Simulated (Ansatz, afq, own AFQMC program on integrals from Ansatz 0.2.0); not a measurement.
AFQMC on a folder of integrals that Ansatz 0.2.0 wrote.

```yaml
crystal:
  periodic: [false, false, false]
  atoms:
    - {symbol: B, position_ang: [-0.544686, 0.000000, 0.483094]}
    - {symbol: B, position_ang: [0.518799, 0.000000, -0.606700]}
    - {symbol: H, position_ang: [0.277659, 0.000000, 1.325782]}
basis:
  gaussian: {orbitals: 6-31G}
magnetization: {spin_polarized: true, initial_magnetization: 1}
correlation: {method: ccsd_t, electrons: outside_noble_gas, hamiltonian_folder: ham}
```

```sh
$ ansatz run in.yaml --threads 1 --pin off --events-out ev --progress --plain --max-ram 16896MiB --backend cuda --devices 0, --max-vram 18GiB
```

Options of the walk:

```
--method phaseless --trial hf --walkers 4000 --populations 20 --least-time 40 --time-step 0.005 --steps-per-block 20 --equilibration-blocks 112 --max-blocks 4000 --target-error 0.0008 --factor-cut 1e-05 --start spin_pure --seed 7374 --taylor-order 6
```

Times are imaginary, in 1/Eh. The walk had a cap of 49 s. With eight or more populations the least sampling time is a fifth of least-time, and the error comes from their spread.

Log:

```
orbitals 18  electrons 4 3  factors 119 of 284
reference energy -49.70706378 Eh
CCSD correlation -0.09804427 Eh in 22 cycles, weight of the determinant in the CISD state 0.8312
energy of the start -49.711111 Eh
 block  time / (1/Eh)  mean weight  energy / Eh
     1     0.100  1.0002  -49.725086
     2     0.200  1.0003  -49.736827
     3     0.300  1.0005  -49.746418
     4     0.400  1.0004  -49.754488
     5     0.500  1.0004  -49.761224
     7     0.700  1.0004  -49.772579
     9     0.900  1.0003  -49.780747
    11     1.100  1.0004  -49.787694
    21     2.100  1.0001  -49.806083
    26     2.600  0.9999  -49.813309
    31     3.100  1.0000  -49.812906
    41     4.100  0.9998  -49.811918
    51     5.100  1.0001  -49.810044
    61     6.100  0.9999  -49.810228
    71     7.100  1.0000  -49.809116
    81     8.100  0.9999  -49.806690
    91     9.100  0.9999  -49.811320
   101    10.100  1.0002  -49.808146
   111    11.100  0.9998  -49.806472
   121    12.100  0.9999  -49.806909
   131    13.100  0.9998  -49.809120
   141    14.100  1.0002  -49.806548
   151    15.100  0.9999  -49.806130
   161    16.100  0.9999  -49.810744
   171    17.100  1.0000  -49.810133
   181    18.100  0.9997  -49.805586
   191    19.100  0.9998  -49.805078
   201    20.100  0.9999  -49.802307
   211    21.100  1.0000  -49.805489
   221    22.100  1.0003  -49.810592
error from the spread of 20 populations
energy -49.807217 +/- 0.000745 Eh
(rows thinned)
```

The run passed its tests (sampling time, drift between the halves within three errors, error under three times the target), which doesn't prove that it has relaxed.

Against this walk (error 20.3 meV) on the same determinant: CCSD(T) 73.6 meV lower, CCSDT(Q) 186.8 meV lower, CCSDTQ 184.6 meV lower, full CI 185.8 meV lower, a separate phaseless walk with a CISD trial and standard settings 114.8 ± 20.4 meV lower. The error is statistical and leaves out the bias of the constraint. The determinant has ⟨S²⟩ = 1.68, so the low cluster orders mix in higher spin, while the walk starts as a pure doublet. Full CI is exact here, so the walk's 186 meV above it is the walk's own error: the bias of the constraint with this trial. The determinant is a poor start (see the cautions), so the low cluster orders aren't to be relied on, and full CI is the sure value.

Cautions: constraint bias not in the error; the search met a lower determinant of the same kind, perhaps of another symmetry (234 meV lower); strong correlation (T1 0.054, weight of the determinant 0.83, largest double 0.18); unrestricted determinant spin contaminated (⟨S²⟩ 1.68 against 0.75); the next higher spin lies close (full CI puts it 8 meV above).

The walk took 18 s on 1 × NVIDIA H100 80GB HBM3 with 2 threads of AMD EPYC 7R13 Processor (Zen 3), on a shared host (the card was shared). The log's last line is the phaseless energy.

CCSDT and higher add their correlation energy to the determinant of the CCSD(T) run, since their own runs factorise the integrals more tightly (a shift of under 2 meV). A walk keeps the symmetry of its determinant, which the program's search chose and which needn't be the lowest solution, so a lower state of the same spin and another symmetry isn't excluded.
